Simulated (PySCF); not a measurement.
## Löwdin shares of the frontier orbitals

Trifluoromethoxymethane, C2H3F3O.
Cartesian coordinates in Å at the PBE0-D3(BJ)/def2-SVP level; atoms count from 1:
```
atom  x, y, z in Å
C1    -1.163   -0.049   -0.197
O2    -0.023    0.774   -0.025
C3     1.121    0.151    0.263
F4     1.483   -0.718   -0.690
F5     2.071    1.056    0.385
F6     1.047   -0.547    1.403
H7    -1.413   -0.575    0.737
H8    -1.003   -0.782   -1.003
H9    -1.986    0.621   -0.472
```

Method used: PySCF 2.14.0, density-fitted response routines, TDDFT CAM-B3LYP/def2-SVPD, vertical, gas phase, core orbitals frozen in the response.

Kohn–Sham orbitals with the atoms that hold most of them (Löwdin shares over 4%, at most four atoms; ? is withheld):

```
orbital  ε (eV)                           atoms
 LUMO+2    2.54  O2 36%, H9 17%, F4 12%, F6 11%
 LUMO+1    1.89  C3 17%, O2 16%, F5 13%, H9 10%
   LUMO    1.19   C1 34%, C3 12%, H9 11%, H7 9%
   HOMO  -11.07                               ?
 HOMO-1  -12.27                               ?
 HOMO-2  -13.66          F4 34%, F6 33%, F5 32%
 HOMO-3  -13.88  F5 43%, F4 15%, C1 13%, F6 11%
```

**Question.** Give the leading atoms of the HOMO-1.

**Answer.** O2 (bonded to 2 C) 44%; C1 (bonded to O and 3 H) 22%; H9 (bonded to C) 10%; H8 (bonded to C) 5%. By element: oxygen 44%, carbon 22% or more, hydrogen 15% or more.

**Question.** Give the leading atoms of the HOMO.

**Answer.** O2 (bonded to 2 C) 57%; C1 (bonded to O and 3 H) 16%; H7 (bonded to C) 8%; H8 (bonded to C) 7%. By element: oxygen 57%, carbon 16% or more, hydrogen 15% or more.

**Question.** How does S1 compare with the orbital gap of 12.26 eV?

**Answer.** S1 is at 9.03 eV (f = 0.0089), 3.22 eV below the gap, made of HOMO→LUMO (94%). Without the coupling terms of the response equations the lowest excitation would equal the gap.

**Question.** Give energy, strength and leading configuration of S1, S2 and S3, and follow the Löwdin shares of the leading atoms from the occupied to the empty orbital.

**Answer.** 
- S1 (9.03 eV, f 0.0089), HOMO→LUMO (94%): O2 57% → at most 10%, C1 16% → 34%, C3 at most 8% → 12%
- S2 (9.64 eV, f 0.021), HOMO→LUMO+1 (73%): O2 57% → 16%, C1 16% → at most 11%, C3 at most 8% → 17%
- S3 (10.20 eV, f 0.016), HOMO-1→LUMO (90%): O2 44% → at most 10%, C1 22% → 34%, C3 at most 6% → 12%
